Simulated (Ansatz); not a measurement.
Molecular dynamics, step by step

Si$_{2}$NH$_{9}$ (SMILES N.[SiH3][SiH3]), closed shell, PBE0-D4/6-31G (Ansatz 0.2.0). Settings (timestep in fs, temperature in K, friction in 1/fs; T counts 36 degrees of freedom, while the starting velocities carry no drift of the centre of mass, so T starts below the set value):

```yaml
hamiltonian: {xc: pbe0, dispersion: d4}
md: {n_steps: 80, timestep: 0.75, temperature: 1500, ensemble: nvt_langevin, seed: 562, friction: 0.01, initial_velocities: maxwell_boltzmann}
```

Start (the SMILES describes the start alone):

N1  (-0.057, 0.125, -2.640)
H2  (0.921, 0.111, -2.379)
H3  (-0.442, 1.003, -2.316)
H4  (-0.518, -0.616, -2.126)
Si5  (-0.519, -1.106, 1.350)
Si6  (0.543, 0.950, 1.006)
H7  (0.399, -2.044, 2.049)
H8  (-1.737, -0.919, 2.182)
H9  (-0.923, -1.719, 0.056)
H10  (1.779, 0.776, 0.197)
H11  (0.918, 1.540, 2.319)
H12  (-0.363, 1.899, 0.304)
(Å)

```json
{"step": "0", "time (fs)": "0.00", "potential energy less the start (meV)": "0.0", "kinetic energy (meV)": "2132.8", "T (K)": "1375"}
{"step": "5", "time (fs)": "3.75", "potential energy less the start (meV)": "583.5", "kinetic energy (meV)": "1557.4", "T (K)": "1004"}
{"step": "10", "time (fs)": "7.50", "potential energy less the start (meV)": "739.1", "kinetic energy (meV)": "1497.5", "T (K)": "965"}
{"step": "15", "time (fs)": "11.25", "potential energy less the start (meV)": "859.2", "kinetic energy (meV)": "1710.2", "T (K)": "1103"}
{"step": "20", "time (fs)": "15.00", "potential energy less the start (meV)": "1062.5", "kinetic energy (meV)": "1699.8", "T (K)": "1096"}
{"step": "25", "time (fs)": "18.75", "potential energy less the start (meV)": "498.5", "kinetic energy (meV)": "2411.4", "T (K)": "1555"}
{"step": "30", "time (fs)": "22.50", "potential energy less the start (meV)": "766.7", "kinetic energy (meV)": "2073.6", "T (K)": "1337"}
{"step": "35", "time (fs)": "26.25", "potential energy less the start (meV)": "1224.2", "kinetic energy (meV)": "1789.8", "T (K)": "1154"}
{"step": "40", "time (fs)": "30.00", "potential energy less the start (meV)": "991.0", "kinetic energy (meV)": "2053.3", "T (K)": "1324"}
{"step": "45", "time (fs)": "33.75", "potential energy less the start (meV)": "1320.1", "kinetic energy (meV)": "1511.8", "T (K)": "975"}
{"step": "50", "time (fs)": "37.50", "potential energy less the start (meV)": "661.6", "kinetic energy (meV)": "2267.2", "T (K)": "1462"}
{"step": "55", "time (fs)": "41.25", "potential energy less the start (meV)": "852.8", "kinetic energy (meV)": "1784.4", "T (K)": "1150"}
{"step": "60", "time (fs)": "45.00", "potential energy less the start (meV)": "1088.0", "kinetic energy (meV)": "1612.2", "T (K)": "1039"}
{"step": "65", "time (fs)": "48.75", "potential energy less the start (meV)": "416.3", "kinetic energy (meV)": "2295.4", "T (K)": "1480"}
{"step": "70", "time (fs)": "52.50", "potential energy less the start (meV)": "886.9", "kinetic energy (meV)": "1912.5", "T (K)": "1233"}
{"step": "75", "time (fs)": "56.25", "potential energy less the start (meV)": "1224.2", "kinetic energy (meV)": "1522.6", "T (K)": "982"}
{"step": "80", "time (fs)": "60.00", "potential energy less the start (meV)": "1548.3", "kinetic energy (meV)": "1557.3", "T (K)": "1004"}
```

Step 20, positions (Å) and forces (eV/Å):

| atom | x | y | z | Fx | Fy | Fz |
| --- | --- | --- | --- | --- | --- | --- |
| N1 | 0.079 | 0.247 | -2.551 | 0.666 | -4.793 | -1.130 |
| H2 | 0.991 | 0.379 | -2.156 | -0.509 | 1.935 | 0.275 |
| H3 | -0.771 | 0.742 | -2.773 | 0.982 | 0.426 | 0.492 |
| H4 | 0.146 | -0.783 | -2.858 | -1.115 | 2.418 | 0.375 |
| Si5 | -0.532 | -1.134 | 1.253 | 2.733 | -0.561 | 1.219 |
| Si6 | 0.581 | 0.936 | 1.071 | -1.094 | -0.733 | -2.079 |
| H7 | 0.360 | -1.861 | 2.383 | -0.765 | 0.718 | -0.584 |
| H8 | -1.787 | -0.852 | 1.867 | -1.531 | 0.171 | 0.527 |
| H9 | -0.524 | -2.264 | 0.349 | -0.316 | -0.478 | -1.158 |
| H10 | 1.995 | 0.776 | 0.600 | 0.030 | 0.239 | 0.179 |
| H11 | 0.304 | 1.204 | 2.449 | 0.278 | 0.841 | 1.440 |
| H12 | -0.289 | 1.836 | 0.165 | 0.640 | -0.183 | 0.443 |

Last step (80):

N1  (0.677, 0.252, -2.739)
H2  (0.418, -0.366, -1.959)
H3  (0.481, -0.482, -3.391)
H4  (1.711, 0.465, -2.678)
Si5  (-0.561, -1.060, 1.144)
Si6  (0.700, 0.979, 1.538)
H7  (-0.661, -2.348, 2.420)
H8  (-1.813, -0.897, 0.375)
H9  (0.357, -1.752, 0.148)
H10  (2.171, 0.566, 1.408)
H11  (0.593, 1.930, 2.670)
H12  (-0.008, 1.361, 0.235)
(Å)

Hardware: 4 CPU threads of an Arm Neoverse V2, shared host. Wall time about 46 s.
